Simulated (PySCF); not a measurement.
## 1-hexene: 4 charge schemes on one density

Compound: 1-hexene, C6H12.
Structure used (PBE0-D3(BJ)/def2-TZVP), in Å, numbered top down from 1:
```
atom  x, y, z in Å
C1    -3.2061    0.3855    0.4394
C2    -2.2250    0.0187   -0.3729
C3    -0.9476   -0.6209    0.0547
C4     0.2798    0.2063   -0.3130
C5     1.5878   -0.4610    0.0769
C6     2.8068    0.3653   -0.2933
H7    -3.1410    0.2243    1.5114
H8    -4.1086    0.8555    0.0666
H9    -2.3299    0.2032   -1.4415
H10   -0.8593   -1.6064   -0.4214
H11   -0.9673   -0.7961    1.1355
H12    0.2080    1.1877    0.1695
H13    0.2775    0.3996   -1.3929
H14    1.5864   -0.6531    1.1559
H15    1.6478   -1.4440   -0.4048
H16    2.7860    1.3404    0.2013
H17    3.7343   -0.1342   -0.0046
H18    2.8476    0.5451   -1.3712
```

Density: PBE0/pcSseg-2 (PySCF); schemes: Mulliken, IAO, Hirshfeld and ESP-fitted. Isolated species at its PBE0-D3(BJ)/def2-TZVP geometry (one conformer only).

Task: Atoms with like bonding are taken together and averaged. Do the Mulliken, IAO, Hirshfeld and ESP-fitted schemes agree on where the charge is highest?

Result: The schemes don't all agree: Mulliken C3 (+0.070); IAO H8 (+0.152); Hirshfeld H9 (+0.046); ESP-fitted C5 (+0.249).

Task: At which atom do the 4 schemes differ most?

Result: At C5: from -0.251 (IAO) to +0.249 e (ESP-fitted), 0.500 e apart.

Task: Do the Mulliken, IAO, Hirshfeld and ESP-fitted schemes agree on where the charge is lowest?

Result: The schemes don't all agree: Mulliken C2 (-0.128); IAO C6 (-0.427); Hirshfeld C6 (-0.124); ESP-fitted C1 (-0.559).

Task: Give the atomic charges in each scheme.

Result: In e; atoms taken as equivalent share a row and are averaged (×n: the atom named and its like, n in all):

| atom | environment | Mulliken | IAO | Hirshfeld | ESP-fitted |
| --- | --- | --- | --- | --- | --- |
| C1 | terminal =CH2 carbon | -0.093 | -0.338 | -0.116 | -0.559 |
| C2 | alkene CH carbon | -0.128 | -0.126 | -0.040 | -0.050 |
| C3 | allylic carbon | +0.070 | -0.263 | -0.076 | -0.089 |
| C4 | chain CH2 carbon | -0.056 | -0.251 | -0.074 | +0.013 |
| C5 | chain CH2 carbon | -0.033 | -0.251 | -0.073 | +0.249 |
| C6 | methyl carbon | -0.048 | -0.427 | -0.124 | -0.386 |
| H7 | vinylic hydrogen | +0.039 | +0.144 | +0.043 | +0.219 |
| H8 | vinylic hydrogen | +0.054 | +0.152 | +0.045 | +0.201 |
| H9 | vinylic hydrogen | +0.022 | +0.141 | +0.046 | +0.117 |
| H10/H11 | methylene hydrogen | +0.017 | +0.138 | +0.044 | +0.050 |
| H12/H13 | methylene hydrogen | +0.018 | +0.130 | +0.039 | +0.008 |
| H14/H15 | methylene hydrogen | +0.013 | +0.130 | +0.039 | -0.044 |
| H16/H17/H18 | methyl hydrogen | +0.025 | +0.141 | +0.042 | +0.086 |

Mean size of the charges over all atoms: IAO 0.184 e, ESP-fitted 0.130 e, Hirshfeld 0.056 e, Mulliken 0.040 e. Each set sums to the total charge, 0, to within 0.001 e. The IAO scheme projects the occupied orbitals on a minimal set of polarised atomic orbitals and counts the electrons in each atom's part of it. The ESP scheme fits charges at the nuclei, held to the total charge, to the electrostatic potential on points at 1.4 to 2.0 times the van der Waals radii.

Task: How many electrons does the ESP-fitted scheme count on C1?

Result: Z − q = 6 − (-0.559) = 6.559.

Task: How closely do the schemes follow one another over all atoms?

Result: Correlation coefficient and root-mean-square difference: IAO with Hirshfeld 1.00, 0.141 e; Hirshfeld with ESP-fitted 0.65, 0.160 e; Mulliken with Hirshfeld 0.63, 0.049 e; IAO with ESP-fitted 0.62, 0.171 e; Mulliken with IAO 0.62, 0.176 e; Mulliken with ESP-fitted 0.52, 0.172 e.

These values come from a run that also computed NMR shieldings. On 2 threads of an Intel Xeon at 2.50 GHz, shared host, this took 2.4 min wall, 4.8 min CPU (grids of density and orbitals included) and 2.6 GiB of memory at its peak.
